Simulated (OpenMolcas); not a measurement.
## Worked example: vertical ionisation energy of CH2S (methanethial)

CH2S: 4 atoms, total charge 0, spin state singlet. As SMILES, `C=S`. The shape is that of a GFN2-xTB optimisation.

Both states at this one shape; open shells run unrestricted unless said. 1 Eh = 27.2114 eV.

| level | program | singlet CH2S (Eh) | doublet CH2S+ (Eh) | HOMO of the first (eV) |
| --- | --- | --- | --- | --- |
| SVWN5/STO-3G | OpenMolcas | -430.776689 | -430.523841 | -1.61 |
| PBE/STO-3G | OpenMolcas | -432.319866 | -432.068439 | -1.71 |
| B3LYP/STO-3G | OpenMolcas | -432.556187 | -432.302889 | -2.94 |
| M06-2X/STO-3G | OpenMolcas | -432.561813 | -432.306949 | -4.52 |

**Question.** Work out the vertical ionisation energy at each level.

**Answer.** 
1. SVWN5/STO-3G: -430.523841 − (-430.776689) = 0.252848 Eh = 6.88 eV; −ε(HOMO) = 1.61 eV.
2. PBE/STO-3G: -432.068439 − (-432.319866) = 0.251427 Eh = 6.84 eV; −ε(HOMO) = 1.71 eV.
3. B3LYP/STO-3G: -432.302889 − (-432.556187) = 0.253298 Eh = 6.89 eV; −ε(HOMO) = 2.94 eV.
4. M06-2X/STO-3G: -432.306949 − (-432.561813) = 0.254864 Eh = 6.94 eV; −ε(HOMO) = 4.52 eV.

No measured value is set beside it here; the levels span 6.84 to 6.94 eV. In semi-local functionals −ε(HOMO) lies far under the ionisation energy, a result of self-interaction, while the difference of totals does much better. Minimal sets are far from the basis-set limit.
